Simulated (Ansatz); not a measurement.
This geometry of AlH5OS (8 atoms, charge 0, multiplicity 1) is a first-order saddle point.

Theory: RKS PBE0-D4/cc-pVDZ in Ansatz.

```xyz
8
Properties=species:S:1:pos:R:3
Al 0.032 0.242 0.156
O -0.222 -0.152 1.943
H -0.981 -0.671 2.237
H 1.531 0.032 -0.331
H -1.273 0.025 -0.733
S -0.097 2.519 1.171
H 1.233 2.582 1.427
H -0.290 1.294 2.021
```

Problem. Which two structures does it join? (They come from a converged band through this point; their orientation in space is the band's.)

Solution. Bonds broken: S6–H8. Bonds formed: O2–H8.

Image 0:

```xyz
8
Properties=species:S:1:pos:R:3
Al -0.015 0.078 0.239
O -0.226 -0.492 1.895
H -1.039 -0.950 2.131
H 1.492 0.083 -0.284
H -1.288 0.041 -0.730
S -0.061 2.571 1.107
H 1.286 2.642 1.252
H -0.216 1.900 2.281
```

Image 8:

```xyz
8
Properties=species:S:1:pos:R:3
Al 0.090 0.525 0.131
O -0.257 -0.162 2.038
H -1.091 -0.643 2.151
H 1.540 -0.032 -0.211
H -1.254 0.013 -0.565
S -0.031 2.677 0.839
H 1.307 2.795 1.022
H -0.372 0.699 2.487
```

Problem. How far does it lie above each of them?

Solution. 0.081 eV above the first and 0.589 eV above the second. This is the barrier of this one path; another mechanism may lie lower. The orbitals stay closed-shell, which can raise the energy where a bond breaks towards radicals; this wasn't checked here.

Run time: 85 s on 1 thread of AMD EPYC 9R45 96-Core Processor (Zen 5) (shared host), peak memory 0.15 GiB.
